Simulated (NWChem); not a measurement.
**Setting up BH2SCl (SMILES SBCl) in NWChem**

The species is BH2SCl (5 atoms), meant as a singlet with charge 0. As SMILES, `SBCl`. Geometry: relaxed at PBE0-D4/def2-TZVP. This is one conformer, not always the lowest.

```xyz
5

S    -1.2945   -0.0088   -0.3235
B     0.4029   -0.2178    0.1647
Cl    0.8887   -1.7389    0.8689
H    -1.1576    1.2482   -0.7771
H     1.2104    0.6434    0.0257
```

Settings wanted:

* task: nmr
* method: DFT
* functional: PBE0
* dispersion: none
* basis set: def2-SVP
* integral approximation: none
* reference: RKS
* relativity: none
* integration grid: fine
* SCF convergence threshold: 1e-08
* iteration cap: 100
* module: dft
* properties: shielding

Problem. Write the NWChem 7.3.0 input and the command.

Solution. This one ran through:

bclh2s.xyz:
```
5

S     -1.294500    -0.008800    -0.323500
B      0.402900    -0.217800     0.164700
Cl     0.888700    -1.738900     0.868900
H     -1.157600     1.248200    -0.777100
H      1.210400     0.643400     0.025700
```

bclh2s.nw:
```
echo
start bclh2s
memory 2200 mb

geometry units angstrom noautosym nocenter noautoz
   load format xyz bclh2s.xyz
end

basis "ao basis" spherical bse
   * library def2-SVP
end

dft
   xc pbe0
   mult 1
   grid fine
   convergence energy 1e-08
   maxiter 100
   mulliken
   noprint "final vectors analysis"
end

property
   shielding
end

task dft property
```

```bash
$ nwchem bclh2s.nw > bclh2s.out
```

Calculated total energy: -883.89270 Eh.
